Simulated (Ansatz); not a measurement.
Computed with CAM-B3LYP-D3(BJ)/def2-TZVP (Ansatz, an electronic-structure program). No frequencies were computed at this level.

Ansatz 0.2 input:
```yaml
crystal:
  periodic: [false, false, false]
  atoms:
    - { symbol: F, position_ang: [-0.945238, -1.330088, -0.001596] }
    - { symbol: Al, position_ang: [-0.000119, -0.000121, 0.000022] }
    - { symbol: F, position_ang: [1.624312, -0.153392, 0.001912] }
    - { symbol: F, position_ang: [-0.678955, 1.483601, -0.000338] }
basis:
  gaussian: { orbitals: def2-tzvp }
hamiltonian:
  xc: cam_b3lyp
  dispersion: d3bj
relax:
  max_steps: 150
```

Output:

```
Functional definition: CAM-B3LYP
727 factors; their error is unknown
183 factors; integrals over basis functions are off by at most 1.5e-5 eV
mean field evaluation 1: about -14750.8323 eV, gradient 6.2e1 eV
mean field evaluation 2: about -14746.1372 eV, gradient 8.9e1 eV
mean field evaluation 4: about -14756.2004 eV, gradient 3.7e-1 eV
mean field evaluation 8: about -14756.2365 eV, gradient 4.1e-3 eV
mean field -14756.23653098 eV, -542.2816903771 hartree, gradient 4.3e-5 eV, S^2 0.000000; 0 other end points of the search recorded, 0 dependent functions left out
reference -14756.23663031 eV, -542.2816940275 hartree; 20, 20 occupied and 110, 110 virtual orbitals, 727 factors
relax step   1: F+E_penalty+E_count = -14756.26687960 eV  Δ(F+E_penalty+E_count) = +0.000e0 eV  max|allowed force component| = 1.426e-1 eV/Å  Δτ_max = 0.0000 Å  (22 SCF iters, accepted)
these checks for a lower state are left out or cut short: starts, cluster_reference, orbital_swaps, neighbouring_geometries, increment
727 factors; their error is unknown
183 factors; integrals over basis functions are off by at most 1.5e-5 eV
mean field evaluation 16: about -14756.2371 eV, gradient 8.6e-5 eV
mean field -14756.23712708 eV, -542.2817122834 hartree, gradient 1.8e-5 eV, S^2 0.000000; 0 other end points of the search recorded, 0 dependent functions left out
reference -14756.23722643 eV, -542.2817159343 hartree; 20, 20 occupied and 110, 110 virtual orbitals, 727 factors
relax step   2: F+E_penalty+E_count = -14756.26748336 eV  Δ(F+E_penalty+E_count) = -6.038e-4 eV  max|allowed force component| = 8.116e-2 eV/Å  Δτ_max = 0.0019 Å  (23 SCF iters, accepted)
these checks for a lower state are left out or cut short: starts, cluster_reference, orbital_swaps, neighbouring_geometries, increment
727 factors; their error is unknown
183 factors; integrals over basis functions are off by at most 1.5e-5 eV
mean field -14756.23741496 eV, -542.2817228628 hartree, gradient 2.5e-5 eV, S^2 0.000000; 0 other end points of the search recorded, 0 dependent functions left out
reference -14756.23751433 eV, -542.2817265145 hartree; 20, 20 occupied and 110, 110 virtual orbitals, 727 factors
relax step   3: F+E_penalty+E_count = -14756.26778110 eV  Δ(F+E_penalty+E_count) = -2.977e-4 eV  max|allowed force component| = 8.165e-4 eV/Å  Δτ_max = 0.0024 Å  (22 SCF iters, accepted)
727 factors; their error is unknown
183 factors; integrals over basis functions are off by at most 1.5e-5 eV
mean field evaluation 32: about -14756.2014 eV, gradient 8.6e-2 eV
mean field -14756.23741496 eV, -542.2817228628 hartree, gradient 2.5e-5 eV, S^2 0.000000; 1 other end points of the search recorded, 0 dependent functions left out
reference -14756.23751433 eV, -542.2817265145 hartree; 20, 20 occupied and 110, 110 virtual orbitals, 727 factors
Total energy: -14756.26788047 eV, -542.2828424497 hartree
Atom 0 at    -0.942797    -1.326619    -0.001572 Å, force     0.000162     0.000395    -0.000099 eV/Å
Atom 1 at    -0.000055    -0.000054    -0.000038 Å, force     0.000786     0.000817     0.000300 eV/Å
Atom 2 at     1.620178    -0.153096     0.001927 Å, force    -0.000661    -0.000429    -0.000101 eV/Å
Atom 3 at    -0.677327     1.479769    -0.000317 Å, force    -0.000287    -0.000782    -0.000100 eV/Å
Dipole moment:    -0.000128    -0.000126    -0.000082 e Å
```

Cost: around 11 core-seconds (rough).
